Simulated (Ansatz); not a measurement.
Zinc-blende HgSe

Level of theory: PBEsol in Ansatz (plane waves, PAW).

Numerical settings: plane-wave cutoff 520 eV, 10×10×10 k mesh, Fermi–Dirac smearing 0.01 eV, scalar-relativistic PAW data made under PBE.

Cell (relaxed at this level):

```
CELL_PARAMETERS angstrom
      0.00000     3.06640     3.06640
      3.06640     0.00000     3.06640
      3.06640     3.06640     0.00000
ATOMIC_POSITIONS crystal
  Hg 0.00000 0.00000 0.00000
  Se 0.25000 0.25000 0.25000
```

- bulk modulus = 51.6 GPa
- band gap = zero (no gap)
- pressure derivative B′ of the bulk modulus = 5.0

Measured, for comparison: bulk modulus 50 GPa (temperature not stated, no zero-point or thermal correction, our sources range from 48.5 to 51.6; as tabulated in Toher et al. (2017), arXiv:1611.05714). Computed (rounded) less measured: bulk modulus +3 % (inside the range of the sources held).

Spin–orbit coupling is not included; it can open a gap where bands touch, and shift volumes and moduli.

Computed values are for the static lattice.

Cost on a shared machine: roughly 80 core-seconds.

Ansatz is a program for electronic structure.
